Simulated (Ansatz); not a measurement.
Born–Oppenheimer molecular dynamics of CH$_{5}$ (6 atoms, charge 0, multiplicity 2). It starts at the highest image of a converged band, a first-order saddle point between two minima.

Computed with UKS r2SCANh-D4/def2-SVPD (Ansatz 0.2.0).

```json
{
 "ensemble": "NVE (velocity Verlet)",
 "time step": "0.5 fs",
 "steps asked": "200",
 "starting velocities drawn for": "100 K",
 "seed": "7387"
}
```

Frames 2.5 fs apart, positions in Å, forces in eV/Å.

Velocities at 0.0 fs (Å/ps):

```
H -6.53 -2.06 -5.22
H 2.93 5.37 1.81
C 0.67 -1.43 1.17
H 13.52 -5.73 -0.01
H -10.49 12.62 4.38
H -7.39 6.82 -14.95
```

```xyz
6
Properties=species:S:1:pos:R:3:forces:R:3 time_fs=0.0 energy_less_start_eV=0.000 T=100
H -0.688 -0.628 0.101 -0.01 0.00 0.00
H -1.338 -1.217 0.194 0.01 0.01 0.00
C 0.383 0.349 -0.056 0.01 0.01 0.00
H 1.269 -0.286 -0.038 0.00 -0.01 0.00
H 0.138 0.798 -1.018 -0.01 0.00 -0.01
H 0.235 0.985 0.818 -0.01 0.00 0.01
6
Properties=species:S:1:pos:R:3:forces:R:3 time_fs=2.5 energy_less_start_eV=0.027 T=49
H -0.704 -0.632 0.088 0.11 0.07 0.03
H -1.333 -1.206 0.198 -0.20 -0.18 0.01
C 0.385 0.345 -0.053 0.48 -0.05 -0.65
H 1.295 -0.295 -0.038 -0.62 0.46 -0.02
H 0.114 0.826 -1.006 0.20 -0.35 0.13
H 0.217 1.003 0.787 0.04 0.05 0.50
6
Properties=species:S:1:pos:R:3:forces:R:3 time_fs=5.0 energy_less_start_eV=0.034 T=35
H -0.713 -0.633 0.077 0.11 0.04 0.07
H -1.338 -1.203 0.204 -0.20 -0.17 0.00
C 0.390 0.341 -0.054 -0.17 0.69 -0.15
H 1.289 -0.280 -0.040 -0.14 0.12 -0.01
H 0.100 0.834 -0.988 0.21 -0.36 -0.16
H 0.202 1.022 0.781 0.19 -0.33 0.24
6
Properties=species:S:1:pos:R:3:forces:R:3 time_fs=7.5 energy_less_start_eV=0.041 T=22
H -0.717 -0.633 0.071 -0.01 -0.10 0.13
H -1.355 -1.210 0.209 0.01 0.03 -0.05
C 0.393 0.341 -0.055 -0.96 1.14 0.44
H 1.277 -0.259 -0.041 0.62 -0.42 0.01
H 0.099 0.823 -0.979 0.10 -0.14 -0.50
H 0.197 1.022 0.790 0.24 -0.51 -0.04
6
Properties=species:S:1:pos:R:3:forces:R:3 time_fs=10.0 energy_less_start_eV=0.012 T=76
H -0.722 -0.638 0.071 -0.12 -0.20 0.15
H -1.371 -1.216 0.211 0.17 0.16 -0.08
C 0.392 0.346 -0.054 -0.27 0.31 -0.01
H 1.294 -0.259 -0.042 0.07 -0.09 0.01
H 0.104 0.802 -0.997 0.08 -0.06 -0.26
H 0.206 0.995 0.800 0.08 -0.11 0.19
6
Properties=species:S:1:pos:R:3:forces:R:3 time_fs=12.5 energy_less_start_eV=0.010 T=81
H -0.733 -0.655 0.081 -0.16 -0.21 0.12
H -1.378 -1.213 0.209 0.11 0.08 -0.06
C 0.390 0.352 -0.054 0.73 -0.37 -0.66
H 1.315 -0.264 -0.042 -0.64 0.31 0.00
H 0.114 0.777 -1.029 0.07 -0.06 0.30
H 0.219 0.962 0.820 -0.11 0.26 0.30
6
Properties=species:S:1:pos:R:3:forces:R:3 time_fs=15.0 energy_less_start_eV=0.005 T=90
H -0.754 -0.684 0.098 -0.03 -0.07 0.04
H -1.380 -1.206 0.203 -0.22 -0.22 0.02
C 0.391 0.357 -0.057 0.78 0.08 -0.15
H 1.303 -0.254 -0.043 -0.27 -0.01 0.01
H 0.127 0.750 -1.046 -0.10 0.12 0.37
H 0.226 0.941 0.854 -0.16 0.09 -0.29
6
Properties=species:S:1:pos:R:3:forces:R:3 time_fs=17.5 energy_less_start_eV=0.014 T=74
H -0.776 -0.717 0.116 0.09 0.05 -0.02
H -1.395 -1.212 0.199 -0.45 -0.41 0.07
C 0.396 0.363 -0.059 0.32 0.56 0.56
H 1.278 -0.246 -0.042 0.52 -0.57 0.04
H 0.134 0.730 -1.043 -0.31 0.37 -0.04
H 0.224 0.925 0.872 -0.18 0.01 -0.61
6
Properties=species:S:1:pos:R:3:forces:R:3 time_fs=20.0 energy_less_start_eV=-0.030 T=158
H -0.796 -0.749 0.134 -0.28 -0.21 0.00
H -1.433 -1.240 0.198 -0.05 -0.10 0.03
C 0.403 0.371 -0.060 0.67 -0.03 0.11
H 1.277 -0.268 -0.039 0.17 -0.27 0.02
H 0.123 0.731 -1.040 -0.28 0.33 -0.08
H 0.211 0.913 0.859 -0.23 0.29 -0.08
6
Properties=species:S:1:pos:R:3:forces:R:3 time_fs=22.5 energy_less_start_eV=-0.070 T=236
H -0.831 -0.793 0.152 -0.50 -0.36 0.00
H -1.475 -1.275 0.199 0.18 0.07 0.02
C 0.413 0.379 -0.061 1.06 -0.44 -0.62
H 1.285 -0.304 -0.036 -0.53 0.35 -0.02
H 0.097 0.750 -1.040 -0.02 0.01 0.28
H 0.184 0.916 0.841 -0.19 0.36 0.34
6
Properties=species:S:1:pos:R:3:forces:R:3 time_fs=25.0 energy_less_start_eV=-0.121 T=335
H -0.892 -0.856 0.170 0.05 0.04 -0.03
H -1.511 -1.309 0.201 -0.41 -0.36 0.06
C 0.428 0.385 -0.064 0.38 0.45 -0.12
H 1.267 -0.323 -0.033 -0.29 0.24 -0.02
H 0.070 0.771 -1.026 0.15 -0.20 0.23
H 0.148 0.938 0.838 0.12 -0.17 -0.13
6
Properties=species:S:1:pos:R:3:forces:R:3 time_fs=27.5 energy_less_start_eV=-0.144 T=379
H -0.953 -0.918 0.186 0.11 0.09 -0.02
H -1.569 -1.362 0.207 -0.42 -0.36 0.05
C 0.445 0.393 -0.067 -0.59 1.28 0.51
H 1.234 -0.331 -0.031 0.42 -0.36 0.01
H 0.050 0.781 -1.000 0.12 -0.19 -0.27
H 0.118 0.952 0.829 0.36 -0.47 -0.29
```

Of the whole run (100 fs, mean temperature of the second half 603 K): The conserved energy stayed within 0.079 meV per atom of its start (net change 0.005 meV per atom), so the integration is sound. The system heated up, since it started high on the potential surface and ran downhill. A run of 0.1 ps of so small a system gives no equilibrium averages.

Time of the run: 2.5 min on 2 threads of Arm Neoverse V2 (shared host), peak memory 0.13 GiB.
